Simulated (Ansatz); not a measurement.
Consider the interaction energy of a dimer with the counterpoise correction of H₂O₂, SMILES OO (the Ansatz DFT code, driven from Python).

`dimer_h2o2.py`
```python
# -*- coding: utf-8 -*-
"""Binding of a H2O2 dimer at a trial geometry."""

import ansatz as az

FIRST = [
    ("O", (-0.2835, -0.6391, -0.1246)),
    ("O", (0.2818, 0.6402, 0.126)),
    ("H", (-0.0209, -1.1343, 0.662)),
    ("H", (0.0226, 1.1333, -0.6634)),
]
SECOND = [
    ("O", (2.8782, -0.2506, 1.4542)),
    ("O", (2.0982, -0.0552, 2.6257)),
    ("H", (3.0214, 0.6558, 1.1525)),
    ("H", (1.9517, -0.9623, 2.924)),
]

def energy(atoms, ghosts=()):
    molecule = az.Crystal.molecule()
    for symbol, xyz in atoms:
        molecule = molecule.atom(symbol, xyz)
    calc = (
        molecule.calculation()
        .basis(gaussian="def2-SVPD")  # the orbital basis, by name
        .functional("b3lyp")
    )
    deck = calc.input()
    if ghosts:
        deck = deck.set(az.key.basis.gaussian.ghost_atoms, [{"symbol": s, "position_ang": list(xyz)} for s, xyz in ghosts])
    return az.Session.from_dict(deck).plan().execute().report["free_energy_ev"]


def main():
    # monomers in their own basis and in the basis of the dimer
    both = energy(FIRST + SECOND)
    alone = energy(FIRST) + energy(SECOND)
    ghosted = energy(FIRST, SECOND) + energy(SECOND, FIRST)
    print(f"dimer {both:.6f} eV")
    print(f"interaction, uncorrected   {23.060548 * (both - alone):8.3f} kcal/mol")
    print(f"interaction, counterpoise  {23.060548 * (both - ghosted):8.3f} kcal/mol")
    print(f"basis-set superposition    {23.060548 * (alone - ghosted):8.3f} kcal/mol")


if __name__ == "__main__":
    main()
```

How large is the interaction at this pose, and how much of it is basis-set superposition?

Uncorrected it is 0.467 kcal/mol, with the counterpoise correction 1.043 kcal/mol; the difference, 0.58 kcal/mol, is the superposition error. In this basis both values are repulsive.

What the script printed:

```console
$ python dimer_h2o2.py
dimer -8242.033915 eV
interaction, uncorrected      0.467 kcal/mol
interaction, counterpoise     1.043 kcal/mol
basis-set superposition       0.576 kcal/mol
```

Reading the output:
- Total energies depend on the basis set; only differences at equal settings carry meaning.
- The dimer is a generated trial pose of unrelaxed monomers, not a minimum, so the figure is no binding energy, and the basis set is small.
- b3lyp holds the VWN-RPA fit, as in Gaussian; the form of ORCA and Turbomole is b3lyp5.
- This level lacks the dispersion part of the attraction (electrostatics and induction are there), which can decide the sign where the interaction is weak.
- Hardware and time: 11 s on 1 thread of Arm Neoverse V1 (shared host), peak memory 0.26 GiB.
